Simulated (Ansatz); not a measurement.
# Al₂HF (singlet): density functionals in cc-pVTZ

What do functionals of several rungs give for Al₂HF (singlet)?

The runs use Ansatz 0.2.0, Gaussian basis; cc-pVTZ, all electrons in the functionals, frozen cores in the correlation of double hybrids and RPA.

To be run: PBE, r2SCAN, PBE0, B3LYP, wB97M-V, B2PLYP, PBE-QIDH, RKS PBE0, RPA-PBE.

## Step 1: What is computed

The geometry is a PBE0/def2-TZVP stationary point (not a proven minimum).

4 atoms, charge 0, spin multiplicity 1.

Atoms are counted from 1 here; the program's logs count them from 0.

Bond lengths: Al1–Al2 2.671 Å, Al1–H4 1.800 Å, Al2–F3 1.660 Å. Angles: Al2–Al1–H4 48.0°, Al1–Al2–F3 148.2°.

No dispersion term is added; wB97M-V holds VV10 nonlocal correlation. B3LYP takes the VWN-RPA correlation.

## Step 2: PBE (unrestricted)

in.yaml

```yaml
crystal:
  periodic: [false, false, false]
  atoms:
    - {symbol: Al, position_ang: [0.000000, 0.086032, 2.051632]}
    - {symbol: Al, position_ang: [0.000000, -0.340512, -0.585065]}
    - {symbol: F, position_ang: [0.000000, 0.297062, -2.117226]}
    - {symbol: H, position_ang: [0.000000, 1.212928, 0.648553]}
basis:
  gaussian: {orbitals: cc-pVTZ}
magnetization: {spin_polarized: true, initial_magnetization: 0}
hamiltonian: {xc: {name: PBE}}
output: {orbitals: {seedname: orbitals}}
```

Run with:

```sh
$ ansatz run in.yaml --threads 1 --pin off --events-out ev --progress --plain --max-ram 2816MiB --backend cpu
```

The program printed:

```text
Functional definition: PBE
  name "PBE"
  cite "Perdew, Burke & Ernzerhof, Phys. Rev. Lett. 77, 3865 (1996) doi:10.1103/PhysRevLett.77.3865"
  parent pbe
  parameter kappa = 0.804
  parameter beta = 0.06672455060314922
  exchange = pbe_x(kappa = kappa, mu = beta*pi^2/3)
  correlation = pbe_c(beta = beta)
752 factors; their error is unknown
mean field evaluation 1: about -15915.5793 eV, gradient 3.1e1 eV
mean field evaluation 2: about -15871.0621 eV, gradient 1.2e2 eV
mean field evaluation 4: about -15918.4087 eV, gradient 7.9e0 eV
mean field evaluation 8: about -15918.9882 eV, gradient 1.2e-1 eV
mean field evaluation 16: about -15918.9679 eV, gradient 1.8e-5 eV
mean field -15918.96785478 eV, -585.0112783991 hartree, gradient 1.8e-5 eV, S^2 0.000000; 2 other end points of the search recorded, 0 dependent functions left out
reference -15918.96789162 eV, -585.0112797529 hartree; 18, 18 occupied and 94, 94 virtual orbitals, 752 factors
Total energy: -15918.96789162 eV, -585.0112797529 hartree
```

Wall time 2.9 s (1 thread of AMD EPYC 7R13, shared host).

From the report: ⟨S²⟩ of the determinant 0.000 (pure singlet: 0.00).

## Step 3: r2SCAN (unrestricted)

Changes to in.yaml since step 2:

```diff
@@ -10,3 +10,2 @@
 magnetization: {spin_polarized: true, initial_magnetization: 0}
-hamiltonian: {xc: {name: PBE}}
-output: {orbitals: {seedname: orbitals}}
+hamiltonian: {xc: {name: r2SCAN}}
```

The command is unchanged.

The program printed:

```text
Functional definition: r2SCAN
  name "r2SCAN"
  cite "Furness, Kaplan, Ning, Perdew & Sun, J. Phys. Chem. Lett. 11, 8208 (2020) doi:10.1021/acs.jpclett.0c02405"
  cite "Furness, Kaplan, Ning, Perdew & Sun, J. Phys. Chem. Lett. 11, 9248 (2020) doi:10.1021/acs.jpclett.0c03077"
  parent r2scan
  parameter k0 = 0.174
  parameter k1 = 0.065
  parameter a1 = 4.9479
  exchange = r2scan_x(k0 = k0, k1 = k1, a1 = a1)
  correlation = r2scan_c
752 factors; their error is unknown
mean field evaluation 1: about -15923.2594 eV, gradient 3.0e1 eV
mean field evaluation 2: about -15900.1546 eV, gradient 8.8e1 eV
mean field evaluation 4: about -15926.0098 eV, gradient 4.7e0 eV
mean field evaluation 8: about -15926.1985 eV, gradient 1.2e-1 eV
mean field evaluation 16: about -15926.1985 eV, gradient 3.1e-5 eV
mean field evaluation 32: about -15925.0494 eV, gradient 4.6e0 eV
mean field -15926.19852636 eV, -585.2770006786 hartree, gradient 1.2e-5 eV, S^2 0.000000; 3 other end points of the search recorded, 0 dependent functions left out
reference -15926.19854254 eV, -585.2770012731 hartree; 18, 18 occupied and 94, 94 virtual orbitals, 752 factors
Total energy: -15926.19854254 eV, -585.2770012731 hartree
```

It took 13 s on 1 thread of AMD EPYC 7R13, shared host; peak memory 0.29 GiB.

From the report: ⟨S²⟩ of the determinant 0.000 (pure singlet: 0.00).

## Step 4: PBE0 (unrestricted)

Changes to in.yaml since step 3:

```diff
@@ -10,2 +10,3 @@
 magnetization: {spin_polarized: true, initial_magnetization: 0}
-hamiltonian: {xc: {name: r2SCAN}}
+hamiltonian: {xc: {name: PBE0}}
+output: {orbitals: {seedname: orbitals}}
```

Same command.

The program printed:

```text
Functional definition: PBE0
  name "PBE0"
  cite "Adamo & Barone, J. Chem. Phys. 110, 6158 (1999) doi:10.1063/1.478522"
  cite "Perdew, Burke & Ernzerhof, Phys. Rev. Lett. 77, 3865 (1996) doi:10.1103/PhysRevLett.77.3865"
  parent pbe
  parameter a = 0.25
  parameter kappa = 0.804
  parameter beta = 0.06672455060314922
  exchange = (1 - a)*pbe_x(kappa = kappa, mu = beta*pi^2/3) + a*exact_x
  correlation = pbe_c(beta = beta)
776 factors; their error is unknown
mean field evaluation 1: about -15917.2693 eV, gradient 2.8e1 eV
mean field evaluation 2: about -15909.3727 eV, gradient 5.9e1 eV
mean field evaluation 4: about -15920.0334 eV, gradient 1.3e0 eV
mean field evaluation 8: about -15920.0841 eV, gradient 2.6e-2 eV
mean field evaluation 16: about -15919.9384 eV, gradient 1.3e0 eV
mean field -15920.08412243 eV, -585.0523004786 hartree, gradient 2.7e-5 eV, S^2 0.000000; 3 other end points of the search recorded, 0 dependent functions left out
reference -15920.08414993 eV, -585.0523014894 hartree; 18, 18 occupied and 94, 94 virtual orbitals, 776 factors
Total energy: -15920.08414993 eV, -585.0523014894 hartree
```

Run time: 3.6 s. Hardware: 1 thread of AMD EPYC 7R13, shared host; peak memory 0.26 GiB.

From the report: ⟨S²⟩ of the determinant 0.000 (pure singlet: 0.00).

## Step 5: B3LYP (unrestricted)

Changes to in.yaml since step 4:

```diff
@@ -10,3 +10,2 @@
 magnetization: {spin_polarized: true, initial_magnetization: 0}
-hamiltonian: {xc: {name: PBE0}}
-output: {orbitals: {seedname: orbitals}}
+hamiltonian: {xc: {name: B3LYP}}
```

The command is unchanged.

The program printed, cut to the lines that bear on the results:

```text
Functional definition: B3LYP
  name "B3LYP"
  cite "Stephens, Devlin, Chabalowski & Frisch, J. Phys. Chem. 98, 11623 (1994) doi:10.1021/j100096a001"
  cite "Becke, Phys. Rev. A 38, 3098 (1988) doi:10.1103/PhysRevA.38.3098"
  cite "Lee, Yang & Parr, Phys. Rev. B 37, 785 (1988) doi:10.1103/PhysRevB.37.785"
  cite "Vosko, Wilk & Nusair, Can. J. Phys. 58, 1200 (1980) doi:10.1139/p80-159"
[...]
776 factors; their error is unknown
[...]
mean field -15930.20330747 eV, -585.4241736698 hartree, gradient 1.4e-5 eV, S^2 0.000000; 2 other end points of the search recorded, 0 dependent functions left out
reference -15930.20352134 eV, -585.4241815297 hartree; 18, 18 occupied and 94, 94 virtual orbitals, 776 factors
Total energy: -15930.20352134 eV, -585.4241815297 hartree
```

Wall time 3.4 s (1 thread of AMD EPYC 7R13, shared host); peak memory 0.26 GiB.

From the report: ⟨S²⟩ of the determinant 0.000 (pure singlet: 0.00).

## Step 6: wB97M-V (unrestricted)

Changes to in.yaml since step 5:

```diff
@@ -10,2 +10,3 @@
 magnetization: {spin_polarized: true, initial_magnetization: 0}
-hamiltonian: {xc: {name: B3LYP}}
+hamiltonian: {xc: {name: wB97M-V}}
+output: {orbitals: {seedname: orbitals}}
```

The command is unchanged.

The program printed, cut to the lines that bear on the results:

```text
Functional definition: wB97M-V
  name "wB97M-V"
  cite "Mardirossian & Head-Gordon, J. Chem. Phys. 144, 214110 (2016) doi:10.1063/1.4952647"
  cite "Becke, J. Chem. Phys. 107, 8554 (1997) doi:10.1063/1.475007"
  cite "Vydrov & Van Voorhis, J. Chem. Phys. 133, 244103 (2010) doi:10.1063/1.3521275"
  # Of w^i u^j: cxij and so on, Table III.
[...]
  gx(w, u) = 1 - cx + cx01*u + cx10*w
  gss(w, u) = css00 + css04*u^4 + css10*w + css20*w^2 + css43*w^4*u^3
  gos(w, u) = cos00 + cos10*w + (cos20 + cos21*u)*w^2 + (cos60 + cos61*u)*w^6
[...]
      + integral(e_c_pw_mod_opposite_spin*gos(b97_w_opposite, b97_u_opposite)) + vv10(b, c)
752 factors; their error is unknown
174 factors; integrals over basis functions are off by at most 3.5e-5 eV
[...]
mean field -15927.54108162 eV, -585.3263386745 hartree, gradient 2.8e-5 eV, S^2 0.000000; 0 other end points of the search recorded, 0 dependent functions left out
reference -15927.54112535 eV, -585.3263402814 hartree; 18, 18 occupied and 94, 94 virtual orbitals, 752 factors
Total energy: -15927.54112535 eV, -585.3263402814 hartree
```

Run time: 11 s. Hardware: 1 thread of AMD EPYC 7R13, shared host; peak memory 0.39 GiB.

From the report: ⟨S²⟩ of the determinant 0.000 (pure singlet: 0.00).

## Step 7: B2PLYP (unrestricted)

Changes to in.yaml since step 6:

```diff
@@ -10,3 +10,3 @@
 magnetization: {spin_polarized: true, initial_magnetization: 0}
-hamiltonian: {xc: {name: wB97M-V}}
-output: {orbitals: {seedname: orbitals}}
+hamiltonian: {xc: {name: B2PLYP}}
+correlation: {electrons: outside_noble_gas}
```

Launched as before.

The program printed, cut to the lines that bear on the results:

```text
Functional definition: B2PLYP
  name "B2PLYP"
  cite "Grimme, J. Chem. Phys. 124, 034108 (2006) doi:10.1063/1.2148954"
  cite "Becke, Phys. Rev. A 38, 3098 (1988) doi:10.1103/PhysRevA.38.3098"
  cite "Lee, Yang & Parr, Phys. Rev. B 37, 785 (1988) doi:10.1103/PhysRevB.37.785"
[...]
703 factors; integrals over basis functions are off by at most 1.0e-3 eV
[...]
mean field -15917.77542055 eV, -584.9674572494 hartree, gradient 3.7e-6 eV, S^2 0.000000; 6 other end points of the search recorded, 0 dependent functions left out
11 core orbitals not correlated: weight in the atoms' cores, before any rotation towards them, 1.000 or more for the frozen orbitals, at most 0.000 for the correlated occupied ones
reference -15917.77555456 eV, -584.9674621742 hartree; 7, 7 occupied and 94, 94 virtual orbitals, 703 factors
second order -12.84268368 eV of doubles, -0.00000000 eV of singles
Total energy: -15921.24307915 eV, -585.0948913527 hartree
```

It took 11 s on 1 thread of AMD EPYC 7R13, shared host; peak memory 0.27 GiB.

From the report: ⟨S²⟩ of the determinant 0.000 (pure singlet: 0.00).

## Step 8: PBE-QIDH (unrestricted)

Changes to in.yaml since step 7:

```diff
@@ -10,3 +10,3 @@
 magnetization: {spin_polarized: true, initial_magnetization: 0}
-hamiltonian: {xc: {name: B2PLYP}}
+hamiltonian: {xc: {name: PBE-QIDH}}
 correlation: {electrons: outside_noble_gas}
```

Launched as before.

The program printed, cut to the lines that bear on the results:

```text
Functional definition: PBE-QIDH
  name "PBE-QIDH"
  cite "Brémond, Sancho-García, Pérez-Jiménez & Adamo, J. Chem. Phys. 141, 031101 (2014) doi:10.1063/1.4890314"
  cite "Perdew, Burke & Ernzerhof, Phys. Rev. Lett. 77, 3865 (1996) doi:10.1103/PhysRevLett.77.3865"
[...]
703 factors; integrals over basis functions are off by at most 1.0e-3 eV
[...]
mean field -15910.86270964 eV, -584.7134198092 hartree, gradient 1.8e-6 eV, S^2 0.000000; 6 other end points of the search recorded, 0 dependent functions left out
11 core orbitals not correlated: weight in the atoms' cores, before any rotation towards them, 1.000 or more for the frozen orbitals, at most 0.000 for the correlated occupied ones
reference -15910.86272079 eV, -584.7134202189 hartree; 7, 7 occupied and 94, 94 virtual orbitals, 703 factors
second order -11.89730389 eV of doubles, -0.00000000 eV of singles
Total energy: -15914.82848875 eV, -584.8591595034 hartree
```

It took 9 s on 1 thread of AMD EPYC 7R13, shared host; peak memory 0.25 GiB.

From the report: ⟨S²⟩ of the determinant 0.000 (pure singlet: 0.00).

## Step 9: PBE0 (restricted)

Changes to in.yaml since step 8:

```diff
@@ -9,4 +9,2 @@
   gaussian: {orbitals: cc-pVTZ}
-magnetization: {spin_polarized: true, initial_magnetization: 0}
-hamiltonian: {xc: {name: PBE-QIDH}}
-correlation: {electrons: outside_noble_gas}
+hamiltonian: {xc: {name: PBE0}}
```

The command is unchanged.

The program printed:

```text
Functional definition: PBE0
  name "PBE0"
  cite "Adamo & Barone, J. Chem. Phys. 110, 6158 (1999) doi:10.1063/1.478522"
  cite "Perdew, Burke & Ernzerhof, Phys. Rev. Lett. 77, 3865 (1996) doi:10.1103/PhysRevLett.77.3865"
  parent pbe
  parameter a = 0.25
  parameter kappa = 0.804
  parameter beta = 0.06672455060314922
  exchange = (1 - a)*pbe_x(kappa = kappa, mu = beta*pi^2/3) + a*exact_x
  correlation = pbe_c(beta = beta)
776 factors; their error is unknown
mean field evaluation 1: about -15917.2693 eV, gradient 4.0e1 eV
mean field evaluation 2: about -15909.3727 eV, gradient 8.3e1 eV
mean field evaluation 4: about -15920.0334 eV, gradient 1.9e0 eV
mean field evaluation 8: about -15920.0841 eV, gradient 3.7e-2 eV
mean field -15920.08412266 eV, -585.0523004872 hartree, gradient 3.7e-5 eV, S^2 0.000000; 0 other end points of the search recorded, 0 dependent functions left out
reference -15920.08415017 eV, -585.0523014980 hartree; 18, 18 occupied and 94, 94 virtual orbitals, 776 factors
Total energy: -15920.08415017 eV, -585.0523014980 hartree
```

Run time: 1.4 s. Hardware: 1 thread of AMD EPYC 7R13, shared host.

## Step 10: RPA-PBE

Changes to in.yaml since step 9:

```diff
@@ -9,2 +9,4 @@
   gaussian: {orbitals: cc-pVTZ}
-hamiltonian: {xc: {name: PBE0}}
+magnetization: {spin_polarized: true, initial_magnetization: 0}
+hamiltonian: {xc: {name: PBE}}
+correlation: {method: rpa, electrons: outside_noble_gas}
```

Same command.

The program printed, cut to the lines that bear on the results:

```text
Functional definition: PBE
  name "PBE"
  cite "Perdew, Burke & Ernzerhof, Phys. Rev. Lett. 77, 3865 (1996) doi:10.1103/PhysRevLett.77.3865"
  parent pbe
[...]
703 factors; integrals over basis functions are off by at most 1.0e-3 eV
[...]
mean field -15918.96784575 eV, -585.0112780674 hartree, gradient 4.9e-6 eV, S^2 0.000000; 4 other end points of the search recorded, 0 dependent functions left out
11 core orbitals not correlated: weight in the atoms' cores, before any rotation towards them, 1.000 or more for the frozen orbitals, at most 0.000 for the correlated occupied ones
reference -15888.70149809 eV, -583.8990103060 hartree; 7, 7 occupied and 94, 94 virtual orbitals, 703 factors
Total energy: -15906.49166804 eV, -584.5527869933 hartree
```

It took 5.5 s on 1 thread of AMD EPYC 7R13, shared host; peak memory 0.27 GiB.

From the report: ⟨S²⟩ of the determinant 0.000 (pure singlet: 0.00).

## Step 11: Side by side

| functional | energy (eV) | ⟨S²⟩ | time |
| --- | --- | --- | --- |
| PBE | -15918.9679 | 0.000 | 2.9 s |
| r2SCAN | -15926.1985 | 0.000 | 13 s |
| PBE0 | -15920.0841 | 0.000 | 3.6 s |
| B3LYP | -15930.2035 | 0.000 | 3.4 s |
| wB97M-V | -15927.5411 | 0.000 | 11 s |
| B2PLYP | -15921.2431 | 0.000 | 11 s |
| PBE-QIDH | -15914.8285 | 0.000 | 9 s |
| RKS PBE0 | -15920.0842 | 0.000 | 1.4 s |
| RPA-PBE | -15906.4917 | 0.000 | 5.5 s |

Orbital levels of the runs that wrote orbitals: PBE HOMO -5.54, LUMO -3.57 eV; PBE0 HOMO -6.40, LUMO -2.86 eV; wB97M-V HOMO -8.16, LUMO -1.03 eV.

## Step 12: What came out

```
                quantity                        value
spread of total energies                      23.7 eV
       quickest, slowest  RKS PBE0 1.4 s, r2SCAN 13 s
```

What this shows: Total energies of different functionals can't be ranked; only differences within one functional count.
